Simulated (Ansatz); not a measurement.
Start from `C=C=CCl` and change one atom or group to get `C=C=C(C)Cl`.

Ansatz, PBE0-D4/def2-TZVP geometries, multiplicity 1. 

```json
{"property": "size of the dipole moment (ωB97M-V/def2-TZVPP) / D", "`C=C=CCl`": "1.65"}
{"property": "zero-point energy (PBE0-D4/def2-TZVP) / kJ/mol", "`C=C=CCl`": "123.8"}
{"property": "LUMO energy (PBE0/def2-TZVPP) / eV", "`C=C=CCl`": "-0.74"}
{"property": "HOMO energy (PBE0/def2-TZVPP) / eV", "`C=C=CCl`": "-7.36"}
{"property": "size of the dipole moment (B3LYP/def2-TZVPP) / D", "`C=C=CCl`": "1.62"}
{"property": "HOMO–LUMO gap (PBE/def2-TZVPP) / eV", "`C=C=CCl`": "4.42"}
```

Problem. Give the same properties after the change, and the shifts. (Estimate.)

Solution. Computed: 
```
                                          property  `C=C=C(C)Cl`  shift
size of the dipole moment (ωB97M-V/def2-TZVPP) / D          1.70   0.05
    zero-point energy (PBE0-D4/def2-TZVP) / kJ/mol         197.9   74.1
                LUMO energy (PBE0/def2-TZVPP) / eV         -0.57   0.17
                HOMO energy (PBE0/def2-TZVPP) / eV         -7.09   0.27
  size of the dipole moment (B3LYP/def2-TZVPP) / D          1.68   0.06
               HOMO–LUMO gap (PBE/def2-TZVPP) / eV          4.34  -0.08
```

With PBE0 the HOMO rises by 0.27 eV and the LUMO rises by 0.17 eV, so the gap narrows by about 0.10 eV. PBE moves the HOMO by 0.25 eV and ωB97M-V by 0.27 eV. The zero-point energy changes by 74.1 kJ/mol with +9 modes. Dipoles are sizes alone; their direction can turn.

B3LYP here is the variant with VWN-RPA as its local correlation; programs differ in this.
